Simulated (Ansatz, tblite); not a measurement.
# The cluster KCl2−: a ladder of methods and basis sets

An exercise on one series of results from a longer session: the logs are not shown, and one member is left open.

Computed with Ansatz 0.2.0, Gaussian basis. Level: as each input shows.

The runs, in order: GFN1-xTB, GFN2-xTB, PBE-D4/def2-TZVPD, r2SCAN-D4/def2-TZVPD, BHLYP-D4/def2-TZVPD, LDA/def2-TZVPD, HF/def2-TZVPD, r2SCAN0-D4/def2-TZVPD, ωB97M-V/def2-TZVPD, PBE-D4/def2-SVPD, PBE0-D4/def2-SVPD, HF/STO-3G, CCSD(T)/def2-TZVPPD, MP2/def2-TZVPD, RPA/def2-TZVPD.

## The geometry

The singlet was relaxed beforehand with PBE0-D4/def2-TZVPD. At that level it is the lowest of the isomers that a small search found.

3 atoms, charge -1, spin multiplicity 1.

Bond lengths: K1–Cl2 2.870 Å, K1–Cl3 2.870 Å. Angles: Cl2–K1–Cl3 179.9°.

Geometry (Å):

| atom | x (Å) | y (Å) | z (Å) |
| --- | --- | --- | --- |
| K1 | 0.0017 | 0.0004 | -0.0011 |
| Cl2 | 1.1797 | 1.2737 | 2.2860 |
| Cl3 | -1.1814 | -1.2741 | -2.2849 |

The ion is computed in the gas phase, without counter-ions or solvent.

PBE0-D4/def2-TZVPD was run before; its log isn't repeated, and its numbers join the tables.

Set-up of the first run:

Tight binding, by tblite at 300 K electronic temperature and without a spin-polarisation term:

```python
tblite.interface.Calculator('GFN1-xTB', numbers, positions, charge=-1, uhf=0).singlepoint()
```

Tight binding, by tblite at 300 K electronic temperature and without a spin-polarisation term:

```python
tblite.interface.Calculator('GFN2-xTB', numbers, positions, charge=-1, uhf=0).singlepoint()
```

start.molden holds the orbitals of an earlier run on this state, given as this run's starting guess.

in.yaml

```yaml
crystal:
  periodic: [false, false, false]
  atoms:
    - {symbol: K, position_ang: [0.001687, 0.000406, -0.001093]}
    - {symbol: Cl, position_ang: [1.179690, 1.273686, 2.285957]}
    - {symbol: Cl, position_ang: [-1.181388, -1.274092, -2.284874]}
basis:
  gaussian: {orbitals: def2-TZVPD, initial_orbitals: start.molden}
total_charge: -1
hamiltonian: {xc: pbe, dispersion: d4}
scf: {omitted_lower_state_checks: [starts]}
output: {orbitals: {seedname: orbitals}}
```

Started as:

```
$ ansatz run in.yaml --threads 4 --pin off --events-out ev --progress --plain --max-ram 3916MiB
```

Among the steps run: PBE-D4/def2-TZVPD; r2SCAN-D4/def2-TZVPD; BHLYP-D4/def2-TZVPD; LDA/def2-TZVPD; HF/def2-TZVPD; r2SCAN0-D4/def2-TZVPD; ωB97M-V/def2-TZVPD; PBE-D4/def2-SVPD; PBE0-D4/def2-SVPD; HF/STO-3G; CCSD(T)/def2-TZVPPD; MP2/def2-TZVPD; RPA/def2-TZVPD.

One table of the session follows, with a row left open; its other results are not shown here.

| level | HOMO (eV) | LUMO (eV) | gap (eV) |
| --- | --- | --- | --- |
| HF/STO-3G | -2.18 | 10.35 | 12.53 |
| HF/def2-TZVPD | -6.10 | 3.31 | 9.41 |
| LDA/def2-TZVPD | -1.85 | 2.08 | 3.92 |
| PBE-D4/def2-SVPD | -1.74 | 2.02 | 3.75 |
| PBE-D4/def2-TZVPD | -1.69 | 2.08 | 3.77 |
| r2SCAN-D4/def2-TZVPD | -1.95 | 2.58 | 4.54 |
| PBE0-D4/def2-SVPD | -3.02 | 2.36 | 5.38 |
| PBE0-D4/def2-TZVPD | ? | ? | ? |
| r2SCAN0-D4/def2-TZVPD | -3.17 | 2.78 | 5.95 |
| BHLYP-D4/def2-TZVPD | -4.16 | 2.75 | 6.91 |
| ωB97M-V/def2-TZVPD | -5.29 | 2.83 | 8.12 |

Estimate the missing values for PBE0-D4/def2-TZVPD.

The run gave: HOMO (eV): -2.97; LUMO (eV): 2.49; gap (eV): 5.47. In the column «HOMO (eV)» it lies between PBE0-D4/def2-SVPD (-3.02) and HF/STO-3G (-2.18).
